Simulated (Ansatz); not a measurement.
# Si₂N (sextet): from Hartree-Fock to the top rungs, def2-TZVPP

The task here is to estimate one member of a computed series from the others.

Method: def2-TZVPP, core rule «outside noble gas», up to 11 orbitals frozen; program: Ansatz 0.2.0, Gaussian basis.

Plan: UHF; ROHF; CCSD(T) on UHF.

## What is computed

The geometry is a PBE0/def2-TZVP stationary point (not a proven minimum) of the parent state, kept for this charge and spin.

3 atoms, charge 0, spin multiplicity 6.

Atoms are counted from 1 here; the program's logs count them from 0.

Bond lengths: N1–Si2 1.661 Å, Si2–Si3 2.244 Å. Angles: N1–Si2–Si3 180.0°.

Set-up of the first run:

The input, in.yaml:

```yaml
crystal:
  periodic: [false, false, false]
  atoms:
    - {symbol: N, position_ang: [0.000000, 0.000000, -1.854900]}
    - {symbol: Si, position_ang: [0.000000, 0.000000, -0.194400]}
    - {symbol: Si, position_ang: [0.000000, 0.000000, 2.049300]}
basis:
  gaussian: {orbitals: def2-TZVPP}
magnetization: {spin_polarized: true, initial_magnetization: 5}
hamiltonian: {xc: hf}
output: {orbitals: {seedname: orbitals}}
```

The run is started by

```bash
$ ansatz run in.yaml --threads 1 --pin off --events-out ev --progress --plain --max-ram 2816MiB --backend cpu
```

Among the steps run: UHF; ROHF; CCSD(T) on UHF.

One of the session's tables, all rows but one given; the rest of the session is left out.

It belongs to the step «Misses and costs». 

```
  method  from UCCSD(T) (kJ/mol)
    ROHF                  +916.2
    UMP2                  +156.7
   UCCSD                       ?
UCCSD(T)                       0
```

**Question.** Estimate the row for UCCSD.

**Answer.** from UCCSD(T) (kJ/mol): +45.1. In the column «from UCCSD(T) (kJ/mol)» it lies between UCCSD(T) (0) and UMP2 (+156.7).

Left out of the table: UHF (another determinant or state than the rows shown).

Caveats from the session: Warnings: spin contamination; coupled cluster took another determinant than the lowest.
